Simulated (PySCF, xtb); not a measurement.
formaldehyde (CH2O), SMILES C=O.

GFN2-xTB run with xtb at its own geometry gives an orbital gap of 3.62 eV and a dipole moment of 2.34 D.

Coordinates come from a PBE0-D3(BJ)/def2-TZVPD optimisation.

Problem. What does HF/def2-TZVPD (PySCF) give? (The exact figures need the calculation; the answer reports its results.)

Solution. gap 13.82 eV (levels -12.02 and 1.80 eV), dipole 2.79 D.
